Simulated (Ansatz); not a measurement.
Results of LDA in Ansatz (PAW) for α-N2.

Run with plane-wave cutoff 520 eV, 4×4×4 k mesh, perturbation theory, scalar-relativistic PAW data made under PBE.

Cell (relaxed at this level):

```xyz
8
Lattice="5.2223 0.0000 0.0000 0.0000 5.2223 0.0000 0.0000 0.0000 5.2223" Properties=species:S:1:pos:R:3 pbc="T T T"
N      4.9068     2.9267     2.2956
N      2.2956     4.9068     2.9267
N      4.9068     4.9068     4.9068
N      0.3156     0.3156     0.3156
N      2.9267     2.2956     4.9068
N      2.9267     0.3156     2.2956
N      2.2956     2.9267     0.3156
N      0.3156     2.2956     2.9267
```

Problem. Estimate the high-frequency dielectric constant that the calculation returns.

Solution. 
high-frequency dielectric constant: 1.79

Note: the run finds an imaginary mode (26i cm⁻¹), so the cell is a saddle point at this level.

Ansatz is a program for electronic structure.
